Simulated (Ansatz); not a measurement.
`[AlH2][SiH2]S` + H₂S → `S[SiH2]S` + `[AlH3]` at 500 K and 1 bar (cleavage of the Si–Al bond).

Isolated molecules relaxed with PBE0-D4/def2-TZVP in Ansatz; ΔE leaves out vibrations. CBS: MP2 limit from def2 TZ/QZ plus the TZ coupled-cluster correction, frozen cores. This one scheme is used for every species. Each species was taken in one conformer, which may not be the lowest.

```
        species  CCSD(T)/CBS energy (Eh)  H − E (kJ/mol)  S (J/(mol·K))
`[AlH2][SiH2]S`               -931.87373           147.2          399.7
            H₂S               -398.97279            57.0          224.0
     `S[SiH2]S`              -1087.08635           132.6          368.3
       `[AlH3]`               -243.78045            68.7          232.2
```

H − E and S are ideal-gas, rigid-rotor, harmonic terms from PBE0-D4/def2-TZVP, for one conformer and one mirror image of each species. 1 Eh = 2625.50 kJ/mol, R = 8.31446 J/(mol·K).

Question: By hand: ΔE, ΔH, ΔS and ΔG.

Answer: ΔE = (-1087.08635) + (-243.78045) − (-931.87373) − (-398.97279) = -0.02028 Eh = -53.2 kJ/mol. Δ(H − E) = 132.6 + 68.7 − 147.2 − 57.0 = -2.9, so ΔH = -56.1 kJ/mol. ΔS = 368.3 + 232.2 − 399.7 − 224.0 = -23.2 J/(mol·K). ΔG = -56.1 − 500 × (-23.2)/1000 = -44.5 kJ/mol.

Question: By hand: the equilibrium constant, and the temperature at which ΔG would vanish if ΔH and ΔS stayed fixed.

Answer: log₁₀ K = −ΔG/(RT ln 10) = 4.6. ΔG = 0 at ΔH/ΔS = 2418 K.

ΔH outweighs TΔS. A doubt of 5 kJ/mol in ΔE shifts log₁₀ K by 0.5 here. Other conformers and mirror images would add mixing entropy, several J/(mol·K) or more a flexible species. These are equilibria of isolated gas molecules and say nothing of rates. Largest T1 diagnostic: 0.012 (customary marks: 0.02 for closed shells, 0.045 for open ones).
